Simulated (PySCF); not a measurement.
PySCF input (M06-2X/def2-TZVPD):

```python
from pyscf import gto, scf, dft

mol = gto.M(
    atom='''
    C    -0.11732593   -0.15223322    1.26606261
    N     0.09657573    0.48373527    0.05773286
    C     0.01340334   -0.28201973   -1.16935247
    H     0.04882662    0.42807190    2.16176395
    H    -0.86487752   -0.93328472    1.27785534
    H     0.83640544    1.16927281    0.06627815
    H     0.78928037   -1.05561135   -1.24473288
    H     0.09720524    0.38619936   -2.02630962
    H    -0.95933461   -0.77527729   -1.21924583
    ''',
    basis='def2-tzvpd',
    charge=0,
    spin=1,
    verbose=4,
)

mf = dft.UKS(mol, xc='m062x').density_fit(auxbasis='def2-universal-jkfit')
mf.grids.level = 4
mf.conv_tol = 1e-9
mf.max_cycle = 100
mf.max_memory = 1500
mf.kernel()
if not mf.converged:
    mf = mf.newton()
    mf.kernel(mf.make_rdm1())
for _ in range(2):
    mo, _, stable, _ = mf.stability(return_status=True)
    if stable:
        break
    mf.kernel(mf.make_rdm1(mo, mf.mo_occ))
mf.analyze()
```

Output:

```
PySCF version 2.14.0

[INPUT] verbose = 4
[INPUT] num. atoms = 9
[INPUT] num. electrons = 25
[INPUT] charge = 0
[INPUT] spin (= nelec alpha-beta = 2S) = 1
[INPUT] symmetry False subgroup None
[INPUT] Mole.unit = angstrom
[INPUT] Symbol           X                Y                Z      unit          X                Y                Z       unit  Magmom
[INPUT]  1 C     -0.117325930000  -0.152233220000   1.266062610000 AA   -0.221713875010  -0.287679092861   2.392511589452 Bohr   0.0
[INPUT]  2 N      0.096575730000   0.483735270000   0.057732860000 AA    0.182501679980   0.914127177093   0.109099293788 Bohr   0.0
[INPUT]  3 C      0.013403340000  -0.282019730000  -1.169352470000 AA    0.025328641754  -0.532940051424  -2.209755911384 Bohr   0.0
[INPUT]  4 H      0.048826620000   0.428071900000   2.161763950000 AA    0.092268939388   0.808938652622   4.085141811458 Bohr   0.0
[INPUT]  5 H     -0.864877520000  -0.933284720000   1.277855340000 AA   -1.634381644093  -1.763652517041   2.414796619413 Bohr   0.0
[INPUT]  6 H      0.836405440000   1.169272810000   0.066278150000 AA    1.580577210696   2.209605375801   0.125247551543 Bohr   0.0
[INPUT]  7 H      0.789280370000  -1.055611350000  -1.244732880000 AA    1.491523734795  -1.994816345482  -2.352204241441 Bohr   0.0
[INPUT]  8 H      0.097205240000   0.386199360000  -2.026309620000 AA    0.183691281473   0.729811019882  -3.829170225372 Bohr   0.0
[INPUT]  9 H     -0.959334610000  -0.775277290000  -1.219245830000 AA   -1.812879674716  -1.465061748695  -2.304040697218 Bohr   0.0

nuclear repulsion = 77.8953034694891
number of shells = 69
number of NR pGTOs = 222
number of NR cGTOs = 165
basis = def2-tzvpd
ecp = {}

******** <class 'pyscf.df.df_jk.DFUKS'> ********
method = DFUKS
initial guess = minao
damping factor = 0
level_shift factor = 0
DIIS = <class 'pyscf.scf.diis.CDIIS'>
diis_start_cycle = 1
diis_space = 8
diis_damp = 0
SCF conv_tol = 1e-09
SCF conv_tol_grad = None
SCF max_cycles = 100
direct_scf = False
number electrons alpha = 13  beta = 12
XC library pyscf.dft.libxc version 7.1.2
    S. Lehtola, C. Steigemann, M. J. T. Oliveira, and M. A. L. Marques,  SoftwareX 7, 1–5 (2018)
XC functionals = m062x
    Y. Zhao and D. G. Truhlar,  Theor. Chem. Acc. 120, 215 (2008)
    Y. Zhao and D. G. Truhlar,  Theor. Chem. Acc. 120, 215 (2008)
radial grids:
    Treutler-Ahlrichs [JCP 102, 346 (1995); DOI:10.1063/1.469408] (M4) radial grids

becke partition: Becke, JCP 88, 2547 (1988); DOI:10.1063/1.454033
pruning grids: <function nwchem_prune>
grids dens level: 4
symmetrized grids: False
atomic radii adjust function: <function treutler_atomic_radii_adjust>
small_rho_cutoff = 0
Set gradient conv threshold to 3.16228e-05
tot grids = 179344
******** <class 'pyscf.df.df.DF'> ********
auxbasis = def2-universal-jkfit
init E= -134.730237857665
[...]
  beta  nocc = 12  HOMO = -0.33570489658878  LUMO = 0.00391359933255218
  HOMO = -0.195632226046  LUMO = 0.00391359933255  gap/eV = 5.42992
Extra cycle  E= -134.487711059971  delta_E= -3.13e-12  |g|= 1.6e-06  |ddm|= 7.11e-06
converged SCF energy = -134.487711059971  <S^2> = 0.75471296  2S+1 = 2.0047074
uhf_internal: lowest eigs of H = [0.25268421 0.31626395 0.32658414]
<class 'pyscf.df.df_jk.DFUKS'> wavefunction is stable in the internal stability analysis
**** SCF Summaries ****
Total Energy =                        -134.487711059971389
Nuclear Repulsion Energy =              77.895303469489136
One-electron Energy =                 -334.211052471029348
Two-electron Energy =                  121.828037941568823
Two-electron Coulomb Energy =          141.747823673319971
DFT Exchange-Correlation Energy =      -19.919785731751148
HOMO-LUMO gap [eV] =                     5.429918483043923
**** MO energy ****
                             alpha | beta                alpha | beta
MO #1   energy= -14.7599065579543  | -14.7562090330347  occ= 1 | 1
MO #2   energy= -10.5616641833666  | -10.5616964347622  occ= 1 | 1
MO #3   energy= -10.5406456860747  | -10.5347449384567  occ= 1 | 1
MO #4   energy= -1.03326694236206  | -1.01911582645359  occ= 1 | 1
MO #5   energy= -0.799968594553519 | -0.790626817760888 occ= 1 | 1
MO #6   energy= -0.710087901364822 | -0.690209424837455 occ= 1 | 1
MO #7   energy= -0.580904605394991 | -0.571992695170884 occ= 1 | 1
MO #8   energy= -0.526128555466269 | -0.514642625307242 occ= 1 | 1
MO #9   energy= -0.508224252570197 | -0.496427205065897 occ= 1 | 1
MO #10  energy= -0.450013600113034 | -0.446770197504622 occ= 1 | 1
MO #11  energy= -0.444154000884873 | -0.435597683033143 occ= 1 | 1
MO #12  energy= -0.380897964960987 | -0.33570489658878  occ= 1 | 1
MO #13  energy= -0.195632226045582 | 0.00391359933255218 occ= 1 | 0
MO #14  energy= 0.0228796728034439 | 0.0229272487853621 occ= 0 | 0
MO #15  energy= 0.0446137250665088 | 0.0419026037539583 occ= 0 | 0
MO #16  energy= 0.0543654194097504 | 0.0484383982418659 occ= 0 | 0
MO #17  energy= 0.0943170827444516 | 0.0886966841393812 occ= 0 | 0
MO #18  energy= 0.101080222664551  | 0.0952928731436971 occ= 0 | 0
MO #19  energy= 0.11012042579634   | 0.106685300174471  occ= 0 | 0
MO #20  energy= 0.123038901075927  | 0.113892108464521  occ= 0 | 0
MO #21  energy= 0.138137682127266  | 0.12542599258396   occ= 0 | 0
MO #22  energy= 0.151447156110936  | 0.14718043382007   occ= 0 | 0
MO #23  energy= 0.159422944030933  | 0.152231427328642  occ= 0 | 0
MO #24  energy= 0.168833765843512  | 0.156884543805422  occ= 0 | 0
MO #25  energy= 0.187500946167485  | 0.176390661581453  occ= 0 | 0
MO #26  energy= 0.220495527877608  | 0.205371278463615  occ= 0 | 0
MO #27  energy= 0.222375092371937  | 0.206612789919071  occ= 0 | 0
MO #28  energy= 0.227216441397683  | 0.218045605017776  occ= 0 | 0
MO #29  energy= 0.240574454208479  | 0.237169224310233  occ= 0 | 0
MO #30  energy= 0.248746431238994  | 0.245819397456105  occ= 0 | 0
MO #31  energy= 0.257958883739849  | 0.253164412203078  occ= 0 | 0
MO #32  energy= 0.27076409715699   | 0.259533367102788  occ= 0 | 0
MO #33  energy= 0.27282890904689   | 0.269709729519395  occ= 0 | 0
MO #34  energy= 0.281273826658823  | 0.280468954621974  occ= 0 | 0
MO #35  energy= 0.296430511393887  | 0.285384208463156  occ= 0 | 0
MO #36  energy= 0.304710491334232  | 0.300393300443125  occ= 0 | 0
MO #37  energy= 0.3066214899747    | 0.307975465965651  occ= 0 | 0
MO #38  energy= 0.328462777779915  | 0.313030833726256  occ= 0 | 0
MO #39  energy= 0.331782184884302  | 0.316734126802184  occ= 0 | 0
MO #40  energy= 0.339329971201927  | 0.3325245134002    occ= 0 | 0
MO #41  energy= 0.356113763492492  | 0.34185728931967   occ= 0 | 0
MO #42  energy= 0.360170218795904  | 0.351928667457533  occ= 0 | 0
MO #43  energy= 0.371023913765806  | 0.36001407779635   occ= 0 | 0
MO #44  energy= 0.387794157822105  | 0.360728085797358  occ= 0 | 0
MO #45  energy= 0.39315854077667   | 0.386691593781153  occ= 0 | 0
MO #46  energy= 0.400177272732846  | 0.389666605320916  occ= 0 | 0
MO #47  energy= 0.40471560290336   | 0.397646603957236  occ= 0 | 0
MO #48  energy= 0.423655507481588  | 0.410482433746882  occ= 0 | 0
MO #49  energy= 0.431049467523329  | 0.421977024983513  occ= 0 | 0
MO #50  energy= 0.441583088876696  | 0.425299517538583  occ= 0 | 0
MO #51  energy= 0.445332876163076  | 0.440639854545292  occ= 0 | 0
MO #52  energy= 0.455544316149534  | 0.444408896707912  occ= 0 | 0
MO #53  energy= 0.474238161860739  | 0.453421998523295  occ= 0 | 0
MO #54  energy= 0.505127501478108  | 0.486716059001775  occ= 0 | 0
MO #55  energy= 0.508973927469134  | 0.49460763721783   occ= 0 | 0
MO #56  energy= 0.527417028788732  | 0.518269075481515  occ= 0 | 0
MO #57  energy= 0.542478639904415  | 0.53327860206875   occ= 0 | 0
MO #58  energy= 0.559385730899563  | 0.551881351396355  occ= 0 | 0
MO #59  energy= 0.591635898480045  | 0.571506320081157  occ= 0 | 0
MO #60  energy= 0.62260593599889   | 0.610159720681698  occ= 0 | 0
MO #61  energy= 0.636958748827521  | 0.632714357011903  occ= 0 | 0
MO #62  energy= 0.663801239121269  | 0.655359672962373  occ= 0 | 0
MO #63  energy= 0.705152742698244  | 0.693590769601452  occ= 0 | 0
MO #64  energy= 0.727205266256771  | 0.719092819393615  occ= 0 | 0
MO #65  energy= 0.740064451705056  | 0.733196630268829  occ= 0 | 0
MO #66  energy= 0.742729713646613  | 0.74054931131733   occ= 0 | 0
MO #67  energy= 0.750316713898351  | 0.745984967283518  occ= 0 | 0
MO #68  energy= 0.761819705280272  | 0.752251371971238  occ= 0 | 0
MO #69  energy= 0.785989372134468  | 0.78538430150472   occ= 0 | 0
MO #70  energy= 0.806423819718802  | 0.802869048961588  occ= 0 | 0
MO #71  energy= 0.822980093559599  | 0.818775483272581  occ= 0 | 0
MO #72  energy= 0.851724806654368  | 0.846063508473671  occ= 0 | 0
MO #73  energy= 0.9145719601593    | 0.910055265661955  occ= 0 | 0
MO #74  energy= 0.931734382718046  | 0.930109410778627  occ= 0 | 0
MO #75  energy= 0.950943277813084  | 0.946647745189919  occ= 0 | 0
MO #76  energy= 0.978055731316741  | 0.979134694600359  occ= 0 | 0
MO #77  energy= 1.00937754280501   | 1.00753110012137   occ= 0 | 0
MO #78  energy= 1.05741707239781   | 1.05276383914666   occ= 0 | 0
MO #79  energy= 1.09768580383381   | 1.09625267047419   occ= 0 | 0
MO #80  energy= 1.14357668970394   | 1.14210603010945   occ= 0 | 0
MO #81  energy= 1.18406488917355   | 1.18197340912256   occ= 0 | 0
MO #82  energy= 1.21105320332451   | 1.20994918472796   occ= 0 | 0
MO #83  energy= 1.23235401415102   | 1.2332019148139    occ= 0 | 0
MO #84  energy= 1.24568806523675   | 1.24460229577746   occ= 0 | 0
MO #85  energy= 1.27835192233628   | 1.27699022348858   occ= 0 | 0
MO #86  energy= 1.47296152071345   | 1.47857499214269   occ= 0 | 0
MO #87  energy= 1.51680816307845   | 1.51838646690713   occ= 0 | 0
MO #88  energy= 1.55368941556785   | 1.56304087424267   occ= 0 | 0
MO #89  energy= 1.66211438932656   | 1.66182118106793   occ= 0 | 0
MO #90  energy= 1.70480705888177   | 1.7097644258163    occ= 0 | 0
MO #91  energy= 1.7171704815338    | 1.73329039562869   occ= 0 | 0
MO #92  energy= 1.72942943101902   | 1.73889089303987   occ= 0 | 0
MO #93  energy= 1.77294291046755   | 1.77883009346757   occ= 0 | 0
MO #94  energy= 1.8295470661629    | 1.82832949004904   occ= 0 | 0
MO #95  energy= 1.83880119016661   | 1.83902625738844   occ= 0 | 0
MO #96  energy= 1.86432300684558   | 1.87720505497436   occ= 0 | 0
MO #97  energy= 1.88396467546495   | 1.89045992365205   occ= 0 | 0
MO #98  energy= 1.89461259756552   | 1.89956283911907   occ= 0 | 0
MO #99  energy= 1.93960419518206   | 1.94849356419279   occ= 0 | 0
MO #100 energy= 2.00094418299811   | 2.01191904996582   occ= 0 | 0
MO #101 energy= 2.01548042491546   | 2.02048328003799   occ= 0 | 0
MO #102 energy= 2.08729757759325   | 2.09012004266      occ= 0 | 0
MO #103 energy= 2.12866842100468   | 2.13273093540384   occ= 0 | 0
MO #104 energy= 2.16783960636276   | 2.17374729090139   occ= 0 | 0
[...]
```

It need not be the lowest isomer of its formula.
